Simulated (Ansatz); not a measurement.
# CHN (singlet): wave-function methods side by side, cc-pVDZ

One table from this session's results is given with a row withheld; the runs are named, their logs left out.

The runs use Ansatz 0.2.0, Gaussian basis; cc-pVDZ, core rule «outside noble gas», up to 2 orbitals frozen.

The runs, in order: UHF; CCSD(T) on RHF; BCCD(T) on RHF; CISD; CCSDT(Q) on RHF; CCSDTQ on RHF; CASSCF and MRCISD+Q, 10 electrons in 9 orbitals; CASSCF and NEVPT2, 10 electrons in 9 orbitals.

3 further runs of the same task are left out: 3 set aside as unsound or not needed.

## The system

The geometry is a PBE0/def2-TZVP stationary point (not a proven minimum) of the parent state, kept for this charge and spin.

3 atoms, charge 0, spin multiplicity 1.

Atoms are counted from 1 here; the program's logs count them from 0.

Bond lengths: N1–C2 1.249 Å, N1–H3 1.037 Å. Angles: C2–N1–H3 113.1°.

Set-up of the first run:

in.yaml reads:

```yaml
crystal:
  periodic: [false, false, false]
  atoms:
    - {symbol: N, position_ang: [0.000000, -0.123686, 0.526574]}
    - {symbol: C, position_ang: [0.000000, 0.081265, -0.705120]}
    - {symbol: H, position_ang: [0.000000, 0.750434, 1.084807]}
basis:
  gaussian: {orbitals: cc-pVDZ}
magnetization: {spin_polarized: true, initial_magnetization: 0}
hamiltonian: {xc: hf}
output: {orbitals: {seedname: orbitals}}
```

Command:

```
> ansatz run in.yaml --threads 1 --pin off --events-out ev --progress --plain --max-ram 2816MiB --backend cpu
```

Steps of the session up to this table: UHF; CCSD(T) on RHF; BCCD(T) on RHF; CISD; CCSDT(Q) on RHF; CCSDTQ on RHF; CASSCF and MRCISD+Q, 10 electrons in 9 orbitals; CASSCF and NEVPT2, 10 electrons in 9 orbitals.

One table of the session follows, with a row left open; its other results are not shown here.

| method | from RCCSDTQ (meV) |
| --- | --- |
| RHF | +8327.3 |
| RMP2 | +831.3 |
| CISD | +984.6 |
| RCCSD | +400.1 |
| RCCSD(T) | +45.4 |
| BCCD(T) | +42.9 |
| RCCSDT | +26.2 |
| RCCSDT(Q) | -4.8 |
| RCCSDTQ | 0 |
| CASSCF valence | +4397.4 |
| NEVPT2 valence | +925.7 |
| MRCISD valence | +252.9 |
| MRCISD+Q valence | ? |

**Question.** Estimate the row for MRCISD+Q valence.

As computed: from RCCSDTQ (meV): +39.4. In the column «from RCCSDTQ (meV)» it lies between RCCSDT (+26.2) and BCCD(T) (+42.9).
